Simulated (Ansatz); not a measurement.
Compare A (`C1=CNC1`) with its isomer B (`CC1=NC1`).

Isolated molecules relaxed with PBE0-D4/def2-TZVP in Ansatz; ΔE leaves out vibrations. CCSD(T)/CBS is the MP2 limit (def2-TZVPP, def2-QZVPP) plus CCSD(T) − MP2 in def2-TZVPP, frozen cores. DFT in def2-TZVPP. B3LYP here is the variant with VWN-RPA as its local correlation; programs differ in this.

Question: Which is lower in electronic energy at CCSD(T)/CBS, and by how much? (An estimate is asked.)

Answer: The calculation gave: B, by 2.0 kcal/mol.

Question: Give E(B) − E(A) in kcal/mol with LDA (SPW92), ωB97M-V, B3LYP, CCSD(T)/def2-TZVPP, r2SCAN-D4, HF/def2-TZVPP, PBE0-D4. (Estimate.)

Answer: Computed: LDA (SPW92) 2.9, ωB97M-V -2.6, B3LYP -3.7, CCSD(T)/def2-TZVPP -3.3, r2SCAN-D4 -3.5, HF/def2-TZVPP -4.8, PBE0-D4 -1.6. The order is the other way round with LDA (SPW92).

Question: Does the order hold for the free energy at 298.15 K (harmonic terms from PBE0-D4)? (Best estimate.)

Answer: The calculation gave: Yes: G(B) − G(A) = -3.9 kcal/mol.

Largest T1 diagnostic: 0.012.

Leaving LDA and LC-ωPBE aside and taking each functional with its dispersion term where it has one, the values, not all of them listed here, spread over 2.7 kcal/mol, from B97M-V to HSE06-D4. LDA lies +5.4 kcal/mol from PBE without D4. From r2SCAN to r2SCAN0 (25 % exact exchange), in def2-TZVPP and without D4, E(B) − E(A) moves by +0.8 kcal/mol.
